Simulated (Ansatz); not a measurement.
Geometry optimisation, Ansatz 0.2.0, RHF/def2-TZVP.

The input (input.yaml):

```yaml
crystal:
  periodic: [false, false, false]
  atoms:
    - { symbol: Al, position_ang: [0.0, 0.0, 0.0] }
    - { symbol: F, position_ang: [0.0, 0.0, 2.04] }
    - { symbol: H, position_ang: [1.351, 0.0, -0.78] }
    - { symbol: H, position_ang: [-1.351, 0.0, -0.78] }
    - { symbol: S, position_ang: [0.107, -2.427, 0.8072] }
    - { symbol: H, position_ang: [-0.6505, -3.2374, -0.0469] }
    - { symbol: H, position_ang: [0.0529, -1.1996, 1.9334] }
basis:
  gaussian: { orbitals: def2-TZVP }
hamiltonian:
  xc: hf
relax:
  f_tol: 0.15
  max_steps: 25
  restrain:
    - { distance: [0, 4], at: 2.26, k: 30.0 }
    - { distance: [6, 1], at: 0.92, k: 30.0 }
    - { distance: [0, 1], at: 2.89, k: 30.0 }
    - { distance: [6, 4], at: 2.6, k: 30.0 }
```

Run as:

```bash
$ ansatz run input.yaml --threads 2 --pin off --max-ram 3072MiB --backend cpu --events-out ev --progress --plain --runs-dir out
```

**Question.** Where does it end, and by what steps?

**Answer.** The forces met the threshold. The restraints hold the end off the free minimum; the threshold counts their pulls, which the force column leaves out. Restrained pairs: Al1–S5 (2.56 → 2.25 Å), F2–H7 (1.21 → 0.91 Å), Al1–F2 (2.04 → 2.89 Å), S5–H7 (1.67 → 2.60 Å). After 7 steps the energy has fallen by 1.901 eV (the restraints' own energy left out); Al1 moved furthest, 0.71 Å.

```json
{"step": "0", "energy less start (eV)": "0.0000", "largest force component (eV/Å)": "2.381", "accepted": "yes"}
{"step": "1", "energy less start (eV)": "-0.6124", "largest force component (eV/Å)": "3.428", "accepted": "yes"}
{"step": "2", "energy less start (eV)": "-1.0994", "largest force component (eV/Å)": "2.819", "accepted": "yes"}
{"step": "3", "energy less start (eV)": "-1.5493", "largest force component (eV/Å)": "1.553", "accepted": "yes"}
{"step": "4", "energy less start (eV)": "-1.8102", "largest force component (eV/Å)": "1.178", "accepted": "yes"}
{"step": "5", "energy less start (eV)": "-1.8765", "largest force component (eV/Å)": "0.549", "accepted": "yes"}
{"step": "6", "energy less start (eV)": "-1.7560", "largest force component (eV/Å)": "3.332", "accepted": "no"}
{"step": "7", "energy less start (eV)": "-1.9009", "largest force component (eV/Å)": "0.341", "accepted": "yes"}
```

```xyz
7
Properties=species:S:1:pos:R:3
Al 0.053 -0.504 -0.494
F -0.015 -0.074 2.358
H 1.370 0.325 -0.645
H -1.373 -0.068 -0.971
S 0.312 -2.572 0.349
H -0.939 -2.992 0.181
H 0.101 -0.979 2.396
```

The run took 4.7 s on 2 threads of AMD EPYC 9R45 (Zen 5), with other jobs on the host, peak memory 0.25 GiB.
